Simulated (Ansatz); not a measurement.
Ideal-gas functions of C2H5B, SMILES `BC=C` at 298.15 K and 1 bar, from an Ansatz frequency run at PBE0-D4/def2-TZVP.

Molar mass 39.87 g/mol, point group Cs (symmetry number 1), electronic degeneracy 1, moments of inertia 10.425, 48.96, 59.385 u Å². Harmonic wavenumbers (cm⁻¹, unscaled): 198, 366, 553, 838, 943, 1018, 1042, 1059, 1107, 1242, 1321, 1448, 1661, 2574, 2655, 3131, 3147, 3220.

Use S(trans) = R[1.5 ln M + 2.5 ln T − 1.1517]; rotational temperatures θ = 24.2544 K / I; S(rot) = R[ln(√π/σ · √(T³/θAθBθC)) + 1.5]; for each mode x = 1.438777 ν̃/T, S = R[x/(eˣ − 1) − ln(1 − e⁻ˣ)] and H = RT x/(eˣ − 1); 1 cm⁻¹ = 0.0119627 kJ/mol; R = 8.31446 J/(mol·K).

Problem. By hand: the entropy, in J/(mol·K).

Solution. Translation 154.8. Rotation: θ = 2.3266, 0.4954, 0.4084 K, giving 91.4. Vibration, mode by mode: 9.00, 4.59, 2.25, 0.75, 0.49, 0.36, 0.33, 0.31, 0.25, 0.15, 0.10, 0.06, 0.02, 0.00, 0.00, 0.00, 0.00, 0.00, in all 18.7. Electronic 0.0. Sum 264.9 J/(mol·K).

Problem. By hand: H − E and G − E in kJ/mol, counted from the electronic energy.

Solution. Zero-point energy ½ × 27523 × 0.0119627 = 164.6; thermal vibration 3.6; translation, rotation and pV give 4 RT = 9.9. H − E = 178.1 kJ/mol, and G − E = 178.1 − 298.15 × 264.9/1000 = 99.1 kJ/mol.

Vibration gives 7 % of the entropy.
